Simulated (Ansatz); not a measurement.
# CCl (doublet): from Hartree-Fock to the top rungs, def2-QZVPP

An exercise on one series of results from a longer session: the logs are not shown, and one member is left open.

Computed with Ansatz 0.2.0, Gaussian basis. Level: def2-QZVPP, core rule «outside noble gas», up to 6 orbitals frozen.

To be run: UHF; ROHF; CCSD(T) on UHF.

## The geometry

The geometry is a PBE0/def2-TZVP stationary point (not a proven minimum) of the parent state, kept for this charge and spin.

2 atoms, charge 0, spin multiplicity 2.

Atoms are counted from 1 here; the program's logs count them from 0.

Bond lengths: C1–Cl2 1.644 Å.

Set-up of the first run:

in.yaml

```yaml
crystal:
  periodic: [false, false, false]
  atoms:
    - {symbol: C, position_ang: [0.000000, 0.000000, 0.000000]}
    - {symbol: Cl, position_ang: [0.000000, 0.000000, 1.644200]}
basis:
  gaussian: {orbitals: "def2-QZVPP.json"}
magnetization: {spin_polarized: true, initial_magnetization: 1}
hamiltonian: {xc: hf}
output: {orbitals: {seedname: orbitals}}
```

Started as:

```bash
ansatz run in.yaml --threads 1 --pin off --events-out ev --progress --plain --max-ram 2393MiB
```

Steps of the session up to this table: UHF; ROHF; CCSD(T) on UHF.

One table of the session follows, with a row left open; its other results are not shown here.

It belongs to the step «Misses and costs». 

```
  method  from UCCSD(T) (meV)
    ROHF             +10113.6
     UHF              +9953.7
    UMP2                    ?
   UCCSD               +499.7
UCCSD(T)                    0
```

Estimate the missing values for UMP2.

As computed: from UCCSD(T) (meV): +1269.5. In the column «from UCCSD(T) (meV)» it lies between UCCSD (+499.7) and UHF (+9953.7).
